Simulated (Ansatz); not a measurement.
Calculated with Ansatz (gas phase, PBE0-D4/def2-TZVP geometries, no zero-point term in ΔE). CCSD(T)/CBS adds triple-zeta CCSD(T) − MP2 to the extrapolated MP2 energy (def2 sets, frozen cores). DFT in def2-TZVPP. One conformer a species, not always the lowest.

Consider the isomerisation: `CC(CF)CF` → `CC(C)C(F)F`.

| level | ΔE (kJ/mol) |
| --- | --- |
| revPBE-D4 | -41.9 |
| PBE | -42.5 |

Problem. What does CCSD(T)/CBS give? (An estimate is asked.)

Solution. The calculation gave: -41.7 kJ/mol. The listed levels differ from it by -0.2, -0.8 kJ/mol.

Largest T1 diagnostic among the species: 0.010.

At CCSD(T), def2-SVP lies −7.5 kJ/mol from the extrapolated value and def2-TZVPP −1.4 kJ/mol. Leaving LDA and LC-ωPBE aside and taking each functional with its dispersion term where it has one, the values, not all of them listed here, spread over 8.1 kJ/mol, from r2SCAN-D4 to BLYP-D4. LDA lies −6.9 kJ/mol from PBE without D4.

CCSD(T)/CBS has its own doubt, a few kJ/mol and more with outer-core shells, so smaller differences from it don't rank the levels.
